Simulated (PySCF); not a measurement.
How the functional moves excitation energies

Allene, C₃H₄.
InChI=1S/C3H4/c1-3-2/h1-2H2

Linear-response calculations in the def2-SVPD basis (PySCF; singlets by full response, triplets Tamm–Dancoff, core orbitals frozen in the response; HF means time-dependent Hartree–Fock). 'Strongest' is the level of largest summed f among the singlets computed (10 roots, of which the last may lack a degenerate partner); it can jump between rows when another state enters that window. S1 is the lowest singlet of each run and needn't be the same state throughout; f(S1) is that of one state. Geometry: PBE0-D3(BJ)/def2-SVP; no solvent, vibrations or thermal averaging.

```csv
functional,kind,S1 (eV),f(S1),strongest (eV),T1 (eV),HOMO (eV),gap (eV),"ionisation energy, ΔSCF (eV)"
PBE0,"global hybrid, 25% exact exchange",5.93,0.000,8.06,4.51,-7.73,7.97,10.06
CAM-B3LYP,range-separated hybrid,5.98,0.000,8.00,4.55,-9.09,10.46,10.12
wB97X-D,range-separated hybrid,6.01,0.000,8.05,4.66,-9.60,11.68,10.08
LC-wPBE,range-separated hybrid,6.15,0.000,8.16,4.42,-10.50,12.95,10.17
```

**Question.** What does BHandHLYP (global hybrid, 50% exact exchange) give?

**Answer.** S1 (eV) 6.01, f(S1) 0.000, strongest (eV) 8.00, T1 (eV) 4.44, HOMO (eV) -8.76, gap (eV) 10.02, ionisation energy, ΔSCF (eV) 9.92. S1 runs from 5.93 eV (PBE0) to 6.15 eV (LC-wPBE), a spread of 0.22 eV, while the orbital gap spreads over 5.0 eV. −ε(HOMO) comes closest to its own ΔSCF ionisation energy with LC-wPBE (+0.33 eV) and misses most with PBE0 (-2.33 eV).
